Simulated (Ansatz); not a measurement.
**Ru (hcp): energy against volume**

These are results of DFT, r2SCAN, plane waves (500 eV) with PAW, scalar-relativistic in Ansatz, not measurements. (PAW data from PBE, frozen cores regenerated.)

The cell is scaled uniformly from the relaxed one, with fractional coordinates and shape fixed. Energies are extrapolated to zero smearing, pressures are those at the given smearing. Magnetic state: non-magnetic.

A Birch-Murnaghan fit gives V₀ = 13.49 Å³/atom, B₀ = 338 GPa, B₀′ = 4.8.

What are the energy above the minimum and the pressure at 11.874 Å³/atom?

261.6 meV/atom and 58.64 GPa as computed.

What are the energy above the minimum and the pressure at 12.414 Å³/atom?

106.6 meV/atom and 34.43 GPa as computed.

What are the energy above the minimum and the pressure at 14.573 Å³/atom?

79.0 meV/atom and -21.63 GPa as computed.
